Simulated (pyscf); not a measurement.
**Substitution at N: `[SiH2][Cl]` [doublet] + `[NH3]` → `[NH2][SiH2][Cl]` + `[H]` [doublet]**

Gas phase, doublet surface, charge 0. Bonds broken: N5–H7. Bonds formed: Si1–N5. Single points on ωB97X-D3(BJ)/def2-SVP structures (PySCF, gas phase). MP2 and CC: frozen core, UHF for open shells. ΔMP2 is the change of the MP2 total energy from the triple- to the quadruple-zeta basis.

Transition state (Å):

```xyz
8

Si    -1.4253    -0.6002     0.0140
Cl    -0.7759    -0.0461     1.9055
H     -0.9285    -1.9570    -0.3263
H     -2.9193    -0.6499     0.1345
N     -0.3000     0.4850    -1.0121
H     -0.5376     1.4718    -0.8588
H      1.0330     0.5795    -1.0380
H     -0.4745     0.3136    -2.0081
```

One imaginary mode, 1916i cm⁻¹; descent along it reached the two sides named, in the forms told below.

```json
[
 {"bond": "N5–H7", "change": "breaks", "reactant side (Å)": "1.021", "saddle": "1.337", "product side": "3.4"},
 {"bond": "Si1–N5", "change": "forms", "reactant side (Å)": "2.486", "saddle": "1.870", "product side": "1.715"}
]
```

Electronic energies relative to the separated reactants (eV):

```csv
level,barrier,reaction energy,reverse barrier
ωB97X-D3(BJ)/def2-TZVP,0.98,-0.01,0.98
PBE/def2-TZVP,0.64,+0.21,0.43
r²SCAN/def2-TZVP,0.71,+0.18,0.53
B3LYP-D3(BJ)/def2-TZVP,0.80,+0.19,0.61
PBE0-D3(BJ)/def2-TZVP,0.77,+0.11,0.66
M06-2X/def2-TZVP,0.94,+0.05,0.89
ωB97M-D3(BJ)/def2-TZVP,0.90,+0.03,0.88
HF/def2-TZVP,1.67,-0.05,1.72
MP2/def2-QZVPP,0.92,-0.08,1.01
CCSD/def2-TZVPP,1.12,+0.16,0.96
CCSD(T)/def2-TZVPP,1.00,+0.13,0.88
CCSD(T)/def2-TZVPP + ΔMP2(QZVPP),0.95,+0.11,0.84
```

With CCSD(T)/def2-TZVPP + ΔMP2(QZVPP) energies and thermal terms (ideal gas, 1 atm, RRHO with modes under 100 cm⁻¹ raised to 100, one conformer, R ln 2 for chiral ones without a mode under 150 cm⁻¹), in eV:

| T (K) | ΔH‡ | ΔG‡ | ΔH | ΔG |
|---|---|---|---|---|
| 298 | 0.81 | 1.26 | -0.05 | +0.09 |
| 600 | 0.84 | 1.70 | +0.01 | +0.22 |
| 900 | 0.88 | 2.12 | +0.07 | +0.30 |
| 1200 | 0.93 | 2.52 | +0.13 | +0.37 |

On the reactant side the descent ends in a complex, 0.27 eV under the separated species and 1.24 eV under the saddle at ωB97X-D3(BJ)/def2-TZVP. The same reactants have a lower exit, to H₂N–SiH₂• + HCl (barrier +0.56 eV at ωB97M-D3(BJ), against +0.90 eV here). This is the saddle that the search found; another between the same sides may lie lower. The angle at the attacked N is 131°. The CCSD(T) − MP2 part came from Ansatz, without density fitting, on the same reference.
